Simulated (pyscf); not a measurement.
H₂Ge=Te + H₂ → H₃Ge–TeH, an addition across a multiple bond or ene-type step (singlet surface; H–H broken, Ge–H, H–Te formed). Structures and frequencies: ωB97X-D3(BJ)/def2-SVP in PySCF. Energies in kcal/mol from the separated reactants.

Small-basis levels: PySCF, no dispersion term, spherical d functions. 

Task: In single points HF/6-31G*+LANL2DZ puts the saddle at 51.7 kcal/mol and the reaction energy at -21.5 kcal/mol. Should these be trusted to within a few kcal/mol? Compare with ωB97M-D3(BJ)/def2-TZVP.

Result: ωB97M-D3(BJ)/def2-TZVP gives ΔE‡ = 28.3 kcal/mol and ΔE = -24.7 kcal/mol. HF/6-31G*+LANL2DZ lies 23.4 kcal/mol over it in the barrier and 3.2 kcal/mol over it in the reaction energy, so on this step it does not hold to within 3.0 kcal/mol. ωB97M-D3(BJ)/def2-TZVP has limits of its own. At the saddle there is also a short Ge–H contact that neither side keeps. One saddle was located; it need not be the lowest between these sides. In the def2 sets elements up to Kr have no core potential. In the def2 sets elements past Kr carry core potentials, without spin-orbit coupling.
